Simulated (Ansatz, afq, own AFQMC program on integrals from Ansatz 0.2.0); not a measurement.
Integrals from Ansatz 0.2.0, then the random walk in our own AFQMC program (afq).

```yaml
crystal:
  periodic: [false, false, false]
  atoms:
    - {symbol: Mn, position_ang: [0.000000, 0.000000, 0.000000]}
basis:
  gaussian: {orbitals: def2-SVP}
magnetization: {spin_polarized: true, initial_magnetization: 7}
correlation: {method: ccsd_t, electrons: outside_noble_gas, hamiltonian_folder: ham}
```

```sh
$ ansatz run in.yaml --threads 1 --pin off --events-out ev --progress --plain --max-ram 1382MiB
```

Options of the walk:

```
--method phaseless --trial cisd --walkers 120 --populations 1 --least-time 40 --time-step 0.005 --steps-per-block 50 --equilibration-blocks 40 --max-blocks 300 --target-error 0.00032 --factor-cut 1e-05 --start spin_pure --seed 6968 --release-times 0.24,0.51,0.99,1.62,2.4 --release-step 0.03 --release-every 4 --taylor-order 6
```

Times are imaginary, in 1/Eh. The walk had a cap of 504 s.

```
orbitals 22  electrons 7 0  factors 173 of 242
reference energy -1149.61699764 Eh
CCSD correlation -0.05697980 Eh in 7 cycles, weight of the determinant in the CISD state 0.9855
energy of the start -1149.673977 Eh
 block  time / (1/Eh)  mean weight  energy / Eh
     1     0.250  0.9990  -1149.674048
     2     0.500  0.9999  -1149.674280
     3     0.750  1.0002  -1149.674102
     4     1.000  0.9999  -1149.674369
     5     1.250  1.0002  -1149.674407
     8     2.000  1.0002  -1149.674267
    11     2.750  1.0011  -1149.674246
    26     6.500  0.9997  -1149.675274
    41    10.250  1.0006  -1149.674491
    56    14.000  0.9990  -1149.674801
    71    17.750  1.0001  -1149.674296
    86    21.500  0.9980  -1149.675027
   101    25.250  0.9997  -1149.674151
   116    29.000  1.0000  -1149.673979
   126    31.500  1.0007  -1149.675301
   131    32.750  0.9999  -1149.674964
   146    36.500  0.9998  -1149.675152
   161    40.250  1.0006  -1149.674353
   176    44.000  1.0002  -1149.674441
   191    47.750  0.9997  -1149.674279
   196    49.000  0.9999  -1149.674436
blocks merged  error / Eh  count
     1  0.000029  160
     2  0.000035  80
     4  0.000039  40
     8  0.000038  20
    16  0.000047  10
released: time / (1/Eh)  energy / Eh  error  mean overlap
  0.24  -1149.674664  0.000040  0.9972
  0.51  -1149.674626  0.000044  0.9909
  0.99  -1149.674684  0.000039  0.9855
  1.62  -1149.674656  0.000047  0.9654
  2.40  -1149.674652  0.000070  0.9473
energy -1149.674637 +/- 0.000039 Eh
(rows thinned)
```

(1) Estimate how long the walk took on 1 thread of Arm Neoverse V1 (shared host).

The run passed its tests (sampling time, drift between the halves within three errors, error under three times the target), which doesn't prove that it has relaxed.

Against this walk (error 1.1 meV) on the same determinant: CCSD(T) 2.7 meV higher, CCSDT(Q) 1.4 meV higher (within the noise), full CI 1.5 meV higher (within the noise). The error is statistical and leaves out the bias of the constraint. Released to 2.40 1/Eh the energy moves by -0.4 ± 2.2 meV (both errors), within twice the noise.

Cautions: constraint bias not in the error; no relativity below Rb; outer-core shells of the metal frozen; another spin lies lower (by 3.03 eV).

Results:

(1) 2 min of wall time.

CCSDT and higher add their correlation energy to the determinant of the CCSD(T) run, since their own runs factorise the integrals more tightly (a shift of under 2 meV). A walk keeps the symmetry of its determinant, which the program's search chose and which needn't be the lowest solution, so a lower state of the same spin and another symmetry isn't excluded.
